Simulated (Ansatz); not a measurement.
# AlH2O2: short molecular-dynamics run from a Python script

Program: the Python package of Ansatz 0.2.0. Level of theory: PBE/6-31G*. These are calculated values, not measurements.

## Step 1: Starting point

Bond lengths: O1–Al2 1.769 Å, Al2–O3 1.809 Å, O1–H4 1.030 Å, O3–H5 1.002 Å. Angles: O1–Al2–O3 119.6°, Al2–O1–H4 103.4°, Al2–O3–H5 105.9°.

The script holds or builds the structure itself.

## Step 2: Script

Input file alh2o2_md.py:

```python
import ansatz as az
import numpy as np

geometry_ang = [
    ("O", (-1.5954, -0.0803, 0.1092)),
    ("Al", (-0.0181, -0.8802, 0.0556)),
    ("O", (1.4441, -0.0171, 0.6786)),
    ("H", (-1.6242, 0.4514, -0.7728)),
    ("H", (1.8435, 0.4525, -0.1119)),
]
mol = az.Crystal.molecule()
for symbol, xyz in geometry_ang:
    mol = mol.atom(symbol, xyz)

calc = (
    mol.calculation()
    .basis(gaussian="6-31G*")
    .functional("pbe")
    .spin("collinear", total=1)
    .md("nve", timestep=0.25, steps=30, temperature=500, initial_velocities="maxwell_boltzmann", seed=9)
)
frames = []
calc.session().plan().execute(on_event=lambda e: frames.append(e["data"]) if e["event"] == "md_step" else None)
print("t (fs)   E_pot (eV)      E_kin (eV)   T (K)   d(0-1) (A)")
for f in frames[::3]:
    xyz = np.array(f["positions_ang"])
    print(f"{f['time_fs']:6.2f} {f['lagrangian_ev']:14.5f} {f['e_kin_ev']:10.5f} {f['temperature_k']:8.1f} {np.linalg.norm(xyz[0] - xyz[1]):9.4f}")
kept = np.array([f["conserved_ev"] for f in frames])
print(f"conserved energy moves by at most {1000 * np.ptp(kept):.3f} meV")
```

## Step 3: The calls as engine input

The engine receives this input:

```yaml
crystal:
  periodic: [false, false, false]
  atoms:
    - { symbol: O, position_ang: [-1.5954, -0.0803, 0.1092] }
    - { symbol: Al, position_ang: [-0.0181, -0.8802, 0.0556] }
    - { symbol: O, position_ang: [1.4441, -0.0171, 0.6786] }
    - { symbol: H, position_ang: [-1.6242, 0.4514, -0.7728] }
    - { symbol: H, position_ang: [1.8435, 0.4525, -0.1119] }
basis:
  gaussian:
    orbitals: "6-31G*"
hamiltonian:
  xc: pbe
magnetization:
  spin_polarized: true
  initial_magnetization: 1.0
md:
  timestep: 0.25
  n_steps: 30
  ensemble: nve
  temperature: 500.0
  initial_velocities: maxwell_boltzmann
  seed: 9
```

## Step 4: Running it

The run is started by

```bash
$ python alh2o2_md.py
```

Q: Estimate wall time and peak memory on 1 thread of Arm Neoverse V2, shared host.

About 45 s, with a peak of 0.19 GiB.
